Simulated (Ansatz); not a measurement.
**N₂O (singlet): from Hartree-Fock to the top rungs, 6-31G***

One table from this session's results is given with a row withheld; the runs are named, their logs left out.

The runs use Ansatz 0.2.0, Gaussian basis; 6-31G*, core rule «outside noble gas», up to 3 orbitals frozen.

The runs, in order: UHF; CCSD(T) on RHF; CCSD(T) on UHF; BCCD(T) on RHF; CISD; CCSDT(Q) on RHF; CCSDT(Q) on UHF; CCSDTQ on RHF; CASSCF and MRCISD+Q, 16 electrons in 12 orbitals; CASSCF and NEVPT2, 16 electrons in 12 orbitals.

10 further runs of the same task are left out: 1 that didn't finish, 9 set aside as unsound or not needed.

## What is computed

The geometry is an MP2(full)/6-31G* stationary point (not a proven minimum).

3 atoms, charge 0, spin multiplicity 1.

Atoms are counted from 1 here; the program's logs count them from 0.

Bond lengths: N1–N2 1.171 Å, N2–O3 1.192 Å. Angles: N1–N2–O3 180.0°.

The first run:

File in.yaml:

```yaml
crystal:
  periodic: [false, false, false]
  atoms:
    - {symbol: N, position_ang: [0.000000, 0.000000, -1.178102]}
    - {symbol: N, position_ang: [0.000000, 0.000000, -0.006984]}
    - {symbol: O, position_ang: [0.000000, 0.000000, 1.185085]}
basis:
  gaussian: {orbitals: "6-31G*"}
magnetization: {spin_polarized: true, initial_magnetization: 0}
hamiltonian: {xc: hf}
output: {orbitals: {seedname: orbitals}}
```

Started as:

```
$ ansatz run in.yaml --threads 1 --pin off --events-out ev --progress --plain --max-ram 3956MiB --backend cpu
```

Steps of the session up to this table: UHF; CCSD(T) on RHF; CCSD(T) on UHF; BCCD(T) on RHF; CISD; CCSDT(Q) on RHF; CCSDT(Q) on UHF; CCSDTQ on RHF; CASSCF and MRCISD+Q, 16 electrons in 12 orbitals; CASSCF and NEVPT2, 16 electrons in 12 orbitals.

One table of the session follows, with a row left open; its other results are not shown here.

| method | from RCCSDTQ (meV) |
| --- | --- |
| RHF | +14981.8 |
| UHF | +14919.7 |
| RMP2 | +260.1 |
| CISD | +2344.9 |
| RCCSD | +797.7 |
| RCCSD(T) | +73.2 |
| BCCD(T) | +60.7 |
| RCCSDT | +91.6 |
| RCCSDT(Q) | -23.1 |
| RCCSDTQ | 0 |
| CASSCF valence | +8709.7 |
| NEVPT2 valence | +1391.5 |
| MRCISD valence | +665.8 |
| MRCISD+Q valence | ? |

Estimate the missing values for MRCISD+Q valence.

As computed: from RCCSDTQ (meV): +56.8. In the column «from RCCSDTQ (meV)» it lies between RCCSDTQ (0) and BCCD(T) (+60.7).
